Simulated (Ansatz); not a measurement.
Mulliken charges of `N=O` from r2SCAN/def2-TZVPP in Ansatz (PBE0-D4/def2-TZVP geometry).

```json
{"atom": "N1", "x (Å)": "-0.284", "y (Å)": "0.313", "z (Å)": "-0.117", "charge (e)": "0.060"}
{"atom": "O2", "x (Å)": "0.755", "y (Å)": "0.397", "z (Å)": "0.457", "charge (e)": "-0.190"}
{"atom": "H3", "x (Å)": "-0.472", "y (Å)": "-0.710", "z (Å)": "-0.339", "charge (e)": "0.130"}
```

Problem. By hand: the dipole of these point charges (1 e Å = 4.8032 D).

Solution. Σ q r = (-0.222, -0.149, -0.138) e Å, of length 0.301 e Å = 1.45 D.

Problem. How does the dipole of the full density compare? (Estimate.)

Solution. Computed: (-0.118, -0.290, -0.098) e Å, 1.58 D; the point charges give 0.92 times that, at 33° from its direction.

Point charges leave out the atoms' own dipoles, such as those of lone pairs, and Mulliken's split depends on the basis, so the two needn't agree.
